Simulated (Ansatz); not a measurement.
## Ansatz (development build ahead of 0.2.0) run

```yaml
crystal:
  periodic: [false, false, false]
  atoms:
    - { symbol: H, position_ang: [0.00456, 0.01244, 0.00634] }
    - { symbol: C, position_ang: [1.02881, -0.20208, -0.34655] }
    - { symbol: C, position_ang: [2.20197, -0.43776, -0.66263] }
    - { symbol: "N", position_ang: [3.38255, -0.70906, -1.02898] }
basis:
  gaussian: { orbitals: def2-SVP }
magnetization:
  spin_polarized: true
  initial_magnetization: 2
hamiltonian:
  xc: hf
output:
  forces: true
```

The input is written out in the form of the current development build from the run's settings.

Output:

```json
{"Converged": "yes", "Total energy": "-130.56867 hartree", "Spin squared of the determinant": "2.377", "Stability test": "minimum"}
```

Forces (eV/Å):
```csv
atom,Fx,Fy,Fz
H1,1.352,-0.273,-0.467
C2,-4.010,0.842,1.223
C3,4.166,-0.961,-1.263
N4,-1.508,0.391,0.507
```

Caution: the unrestricted determinant is spin contaminated.
